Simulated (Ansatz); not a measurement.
Two shapes of singlet SO3.

Shape 1:

```xyz
4

S    -0.0352    0.0234   -0.0267
O     1.4136   -0.0320    0.0265
O    -0.7472    1.2888   -0.0129
O    -0.7399   -1.2796    0.0340
```

Shape 2:

```xyz
4

S    -0.0439    0.1226   -0.0178
O     1.3696    0.0520    0.0582
O    -0.6977    1.2208   -0.0669
O    -0.6406   -1.2916    0.0328
```

Basis set: 6-31G (spherical functions). Frozen core: 8 orbitals. Charge 0, multiplicity 1.

Computed with Ansatz (development build ahead of 0.2.0); each method stands on the lowest determinant of its kind that the runs found.

(1) Which shape is lower in energy, and by how much in each method?

Results:

(1)

```json
{"method": "RHF", "E(2) − E(1) (eV)": "2.948"}
{"method": "RHF-MP2", "E(2) − E(1) (eV)": "3.610"}
```

Shape 1 is lower. Caution: no unrestricted run beside it, a lower state can exist.
